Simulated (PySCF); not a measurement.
Cartesian coordinates (Å):
SMILES: [NH2]
```xyz
3

N     -0.0004     0.4262     0.0000
H      0.8035    -0.2153     0.0000
H     -0.8031    -0.2169     0.0000
```
Charge 0, spin multiplicity 2.

Question: Estimate the highest occupied spin orbital, dipole moment and total energy that PBE-D3(BJ)/def2-TZVP // r2SCAN-D4/def2-TZVP (PySCF) returns for this input.

Answer: 
```yaml
highest_occupied_spin_orbital: -7.08 eV
dipole_moment: 1.91 D
total_energy: -1519.19 eV
```
